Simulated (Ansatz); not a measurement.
Caution, from a PySCF single point (B3LYP-D3(BJ)/def2-TZVP) at this geometry: the restricted solution is unstable towards spin-unrestricted or complex orbitals, so a lower solution exists and this singlet may not be the ground state. This singlet is an excited state, 0.39 eV above the relaxed triplet at the level B3LYP/cc-pVTZ // B3LYP-D3(BJ)/def2-TZVP (Ansatz, a first-principles code).

A geometry relaxed with B3LYP-D3(BJ)/def2-TZVP in Ansatz, charge 0, multiplicity 1:

```xyz
10

H      1.0967    -0.1061    -1.1245
C     -1.4888     0.2527    -0.3909
H     -2.5283     0.5536    -0.4243
H      1.9256    -1.3898    -0.1439
C     -0.7278     0.4677     0.7127
H      2.1763     0.3014     0.2085
H     -1.1351    -0.3643    -1.2066
H     -1.1479     1.0347     1.5400
C      0.4154    -0.3229     0.9476
C      1.4138    -0.4269    -0.1186
```

Task: Write the SMILES of this molecule.

Result: `C=C[C]C`
